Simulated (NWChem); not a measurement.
Everything below was run with NWChem. System: acetic acid (C$_{2}$H$_{4}$O$_{2}$), charge 0, spin multiplicity 1, at a geometry optimised with B3LYP/def2-SVP. Level: MP2/def2-TZVP, 4 core orbitals frozen.

Job file:

```
start mol
memory heap 200 mb stack 900 mb global 1100 mb
geometry units angstroms nocenter noautoz
  C      1.354571     0.352959     0.000000
  C     -0.070460    -0.138717     0.000000
  O     -0.950483     0.887043     0.000000
  O     -0.421195    -1.291453     0.000000
  H      2.039521    -0.502700     0.000000
  H      1.533675     0.981767    -0.885745
  H      1.533675     0.981767     0.885745
  H     -1.838106     0.488999     0.000000
  symmetry group Cs
end
basis spherical
  * library def2-tzvp
end
scf
  rhf
  nopen 0
  maxiter 100
  thresh 1e-7
  semidirect memsize 60000000 filesize 0
end
mp2
  freeze core 4
end
task mp2 energy
```

NWChem printed:

```
             Northwest Computational Chemistry Package (NWChem) 7.3.0
             --------------------------------------------------------

                                NWChem Input Module
                                -------------------

 Scaling coordinates for geometry "geometry" by  1.889725989
 (inverse scale =  0.529177249)

 Turning off AUTOSYM since
 SYMMETRY directive was detected!

                             Geometry "geometry" -> ""
                             -------------------------

 Output coordinates in angstroms (scale by  1.889725989 to convert to a.u.)

  No.       Tag          Charge          X              Y              Z
 ---- ---------------- ---------- -------------- -------------- --------------
    1 C                    6.0000     1.35457100     0.35295900     0.00000000
    2 C                    6.0000    -0.07046000    -0.13871700     0.00000000
    3 O                    8.0000    -0.95048300     0.88704300     0.00000000
    4 O                    8.0000    -0.42119500    -1.29145300     0.00000000
    5 H                    1.0000     2.03952100    -0.50270000     0.00000000
    6 H                    1.0000     1.53367500     0.98176700    -0.88574500
    7 H                    1.0000     1.53367500     0.98176700     0.88574500
    8 H                    1.0000    -1.83810600     0.48899900     0.00000000

 Effective nuclear repulsion energy (a.u.)     121.0097903348

            Nuclear Dipole moment (a.u.)
            ----------------------------
        X                 Y               Z
 ---------------- ---------------- ----------------
     0.0000132281     0.0000094486     0.0000000000

      Symmetry information
      --------------------

 Group name             Cs
 Group number              2
 Group order               2
 No. of unique centers     7

      Symmetry unique atoms

     1    2    3    4    5    6    8


 Summary of "ao basis" -> "" (spherical)
 ------------------------------------------------------------------------------
       Tag                 Description            Shells   Functions and Types
 ---------------- ------------------------------  ------  ---------------------
 *                         def2-tzvp                  on all atoms

 Summary of "ao basis" -> "ao basis" (spherical)
 ------------------------------------------------------------------------------
       Tag                 Description            Shells   Functions and Types
 ---------------- ------------------------------  ------  ---------------------
 C                         def2-tzvp                11       31   5s3p2d1f
 O                         def2-tzvp                11       31   5s3p2d1f
 H                         def2-tzvp                 4        6   3s1p

                                 NWChem SCF Module
                                 -----------------

  ao basis        = "ao basis"
  functions       =   148
  atoms           =     8
  closed shells   =    16
  open shells     =     0
  charge          =   0.00
  wavefunction    = RHF
  use symmetry    = T
  symmetry adapt  = T

 Summary of "ao basis" -> "ao basis" (spherical)
 ------------------------------------------------------------------------------
       Tag                 Description            Shells   Functions and Types
 ---------------- ------------------------------  ------  ---------------------
 C                         def2-tzvp                11       31   5s3p2d1f
 O                         def2-tzvp                11       31   5s3p2d1f
[...]
              MO Center= -8.3D-01,  6.0D-01,  2.0D-15, r^2= 8.0D+00
   Bfn.  Coefficient  Atom+Function         Bfn.  Coefficient  Atom+Function
  ----- ------------  ---------------      ----- ------------  ---------------
     5      3.917000  1 C  s                145      1.689874  8 H  s
   133     -1.617705  6 H  s                139     -1.617705  7 H  s
    36     -1.480106  2 C  s                127     -0.853736  5 H  s
    67     -0.516881  3 O  s                 13      0.464899  1 C  py
     4     -0.446465  1 C  s                 74      0.423140  3 O  px

 Vector   19  Occ=0.000000D+00  E= 1.668460D-01  Symmetry=a"
              MO Center=  4.3D-01,  1.2D-01, -5.2D-16, r^2= 3.6D+00
   Bfn.  Coefficient  Atom+Function         Bfn.  Coefficient  Atom+Function
  ----- ------------  ---------------      ----- ------------  ---------------
   133      1.215319  6 H  s                139     -1.215319  7 H  s
    14      0.757292  1 C  pz                45      0.449856  2 C  pz
   107     -0.403151  4 O  pz                42      0.365706  2 C  pz
    39      0.294717  2 C  pz                76     -0.234153  3 O  pz
   101     -0.224303  4 O  pz               104     -0.185315  4 O  pz

 center of mass
 --------------
 x =  -0.10188937 y =  -0.06084373 z =   0.00000000

 moments of inertia (a.u.)
 ------------------
         160.505599081203          -7.360289292029           0.000000000000
          -7.360289292029         189.662334723128           0.000000000000
           0.000000000000           0.000000000000         338.873610668088

  Mulliken analysis of the total density
  --------------------------------------

    Atom       Charge   Shell Charges
 -----------   ------   -------------------------------------------------------
    1 C    6     6.30   0.85  1.12  0.47  0.67  0.06  1.26  1.41  0.37  0.02  0.04  0.00
    2 C    6     5.51   0.86  1.12  0.52  0.50  0.04  1.13  0.91  0.12  0.07  0.22  0.03
    3 O    8     8.49   0.79  1.18  0.56  0.96  0.28  1.86  2.07  0.75  0.00  0.03  0.00
    4 O    8     8.47   0.79  1.18  0.58  0.94  0.34  1.84  1.95  0.80  0.00  0.03  0.00
    5 H    1     0.86   0.26  0.48  0.09  0.02
    6 H    1     0.87   0.26  0.48  0.10  0.02
    7 H    1     0.87   0.26  0.48  0.10  0.02
    8 H    1     0.64   0.24  0.32  0.04  0.04

       Multipole analysis of the density wrt the origin
       ------------------------------------------------

     L   x y z        total         open         nuclear
     -   - - -        -----         ----         -------
     0   0 0 0      0.000000      0.000000     32.000000

     1   1 0 0      0.225882      0.000000      0.000013
     1   0 1 0      0.734145      0.000000      0.000009
     1   0 0 1     -0.000000      0.000000      0.000000

     2   2 0 0    -13.599555      0.000000    114.017463
     2   1 1 0     -0.371424      0.000000      5.789731
     2   1 0 1      0.000000      0.000000      0.000000
     2   0 2 0    -21.943754      0.000000     81.849023
     2   0 1 1     -0.000000      0.000000      0.000000
     2   0 0 2    -17.187318      0.000000      5.603316

                   NWChem MP2 Semi-direct Energy/Gradient Module
                   ---------------------------------------------

  Basis functions       =    148
  Molecular orbitals    =    148
  Frozen core           =      4
  Frozen virtuals       =      0
  Active alpha occupied =     12
  Active beta occupied  =     12
  Active alpha virtual  =    132
  Active beta virtual   =    132
  Use MO symmetry       = T
  Use skeleton AO sym   = T

  AO/Fock/Back tols     =   1.0D-09  1.0D-09  1.0D-09

 GA uses MA = F    GA memory limited = T

 Available:
  local mem=  1.26D+08
 global mem=  1.44D+08
 local disk=  0.00D+00
  mp2_memr nvloc                   132
  nvloc new                   132
   1 passes of  12:        5242880                     123852                  58686679.
   1 passes of  12: M    126151308           G      144135392           F     120908428.

 Semi-direct pass number   1 of   1  for RHF alpha+beta  at       14.2s
  vrange nnbf                 10890
  mp2_eaftype                   223  avail_ma_in_mb                  1099
 EAF : mp2_eaftype filesize         223   29343340.
  mp2_eaf for mointskh                    223
Node 0 wrote    138.0 Mb in      0.1 s     Agg I/O rate:  1971.4 Mb/s
 Done moints_semi at       26.0s
  mp2_eaftype                   223  avail_ma_in_mb                   876
 EAF : mp2_eaftype filesize         223   29343340.
  mp2_eaf for kh                   223
 Done maket at       27.1s
 Done multipass loop at       27.1s

          -------------------------------------------
          SCF energy                -227.909453390661
          Correlation energy          -0.787632048170
          Singlet pairs               -0.490151970591
          Triplet pairs               -0.297480077579
          Total MP2 energy          -228.697085438831
          -------------------------------------------

          ---------------------------------------------------
                    Spin Component Scaled (SCS) MP2
          Same spin pairs                     -0.198320051719
          Same spin scaling factor             0.333333333333
          Opposite spin pairs                 -0.589311996451
          Opposite spin scaling fact.          1.200000000000
          SCS-MP2 correlation energy          -0.773281079647
          Total SCS-MP2 energy              -228.682734470308
          ---------------------------------------------------

 -----------------------
 Performance information
 -----------------------

 Timer overhead =  2.57D-07 seconds/call

               Nr. of calls         CPU time (s)                 Wall time (s)                GFlops
             ---------------    -------------------     ------------------------------   -------------------
Name         Min   Avg   Max    Min     Avg     Max     Min     Avg     Max   Mx/calls   Min     Max     Sum
mp2: moin     1     1     1    12.     12.     12.      12.     12.     12.     12.      0.0     0.0     0.0
mp2: make     1     1     1    1.1     1.1     1.1      1.1     1.1     1.1     1.1      0.0     0.0     0.0
mp2: tota     1     1     1    13.     13.     13.      13.     13.     13.     13.      0.0     0.0     0.0

 The average no. of pstat calls per process was 3.00D+00
 with a timing overhead of 7.70D-07s

 Task  times  cpu:       27.1s     wall:       27.1s

 Total times  cpu:       27.1s     wall:       27.1s
```
